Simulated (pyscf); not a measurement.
A first-order saddle from PySCF, ωB97X-D3(BJ)/def2-SVP:

```xyz
14

Li    -0.9407     0.3401     1.0415
N     -1.4747     0.5064    -0.7951
C     -0.6565     0.0474    -1.8946
C     -2.8491     0.7051    -1.1957
H     -0.9318    -0.9703    -2.2447
H     -0.7170     0.7120    -2.7856
H      0.4069     0.0087    -1.5941
H     -3.3621    -0.2413    -1.4699
H     -2.9503     1.3817    -2.0738
H     -3.4293     1.1596    -0.3713
N     -0.4526     2.1620     0.8614
H     -0.9644     1.5601    -0.1829
H      0.4845     2.5254     0.6819
H     -1.0028     2.9707     1.1540
```
Charge 0, spin multiplicity 1.

Surface: singlet, charge 0. Lowest wavenumbers (cm⁻¹): 1184i, 88, 143, 182, 246.

Task: Name the species on either side of this saddle.

Result: `[Li][N]([CH3])[CH3]` + `[NH3]` ⇌ `[Li][NH2]` + `[CH3][NH][CH3]`, a four-centre exchange read from left to right: Li–N, H–N broken and Li–N, H–N formed. At ωB97M-D3(BJ)/def2-TZVP it lies -14.2 kcal/mol from the left side and -11.9 kcal/mol from the right (each side as separated species at their lowest minima found). On the reactant side the descent ends in an adduct with a Li–N, H–Li contact, 21.2 kcal/mol under the separated species and 5.9 kcal/mol under the saddle at ωB97X-D3(BJ)/def2-TZVP. On the product side the descent ends in an adduct with a Li–N, H–Li contact, 21.5 kcal/mol under the separated species and 8.0 kcal/mol under the saddle at ωB97X-D3(BJ)/def2-TZVP. At ωB97M-D3(BJ) the saddle lies under the separated reactants, which points to a path from their complex (located at ωB97X-D3(BJ) alone). At ωB97M-D3(BJ) the saddle lies under the separated products, which points to a path from their complex (located at ωB97X-D3(BJ) alone). What is counted as formed (Li–N) is already present as a longer contact in the reactant adduct; forming that adduct is a step of its own. What is counted as broken (Li–N) persists as a longer contact in the product adduct; parting that adduct is a step of its own. H₃C–NH–CH₃ lies 7.8 kcal/mol over its isomer H₃C–CH₂–NH₂ (electronic energy, ωB97M-D3(BJ)/def2-TZVP). One saddle was located; it need not be the lowest between these sides.
